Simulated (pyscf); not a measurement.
Thermochemistry of product channels of `[SiH2][O][SiH3]` [doublet] on the doublet surface, in kcal/mol, from ωB97M-D3(BJ)/def2-TZVP energies (ideal gas, 1 atm, RRHO with modes under 100 cm⁻¹ raised to 100, one conformer, R ln 2 for chiral ones without a mode under 150 cm⁻¹). Structures and frequencies: ωB97X-D3(BJ)/def2-SVP in PySCF.

```
products                                                     ΔE  ΔH(298 K)  ΔG(600 K)  ΔG(1200 K)
---------------------------------------------------  ----------  ---------  ---------  ----------
`[OH][SiH2]` [doublet] + `[SiH2]` [singlet]               +79.3      +77.3      +55.9       +35.1
`[SiH2][SiH3]` [doublet] + `[O]` [triplet]               +156.3     +153.6     +135.7      +117.1
`[O][SiH3]` [doublet] + `[SiH2]` [singlet]               +104.2     +100.3      +80.1       +60.6
`[OH][SiH][SiH3]` [doublet]                               +22.9      +23.8      +23.5  (withheld)
`[OH][SiH2][SiH2]` [doublet]                              +22.3      +23.0      +22.7       +21.6
`[O]=[SiH2]` + `[SiH3]` [doublet]                         +67.4      +64.8      +46.1       +28.7
`[O]1[SiH][SiH2]1` [doublet] + `[H][H]`                   +49.2      +46.0      +31.4       +16.2
`[SiH2]` [singlet] + `[O]=[SiH2]` + `[H]` [doublet]  (withheld)     +131.6      +97.5       +63.5
```

Complete the blanks.


- `[OH][SiH][SiH3]` [doublet], ΔG(1200 K): +22.6
- `[SiH2]` [singlet] + `[O]=[SiH2]` + `[H]` [doublet], ΔE: +138.9

These are energies of the channels, which say nothing of barriers. Left out: orbital degeneracy and the spin-orbit lowering of O. The orbital near-degeneracy of the XH₃O or XH₃S radical is left out.
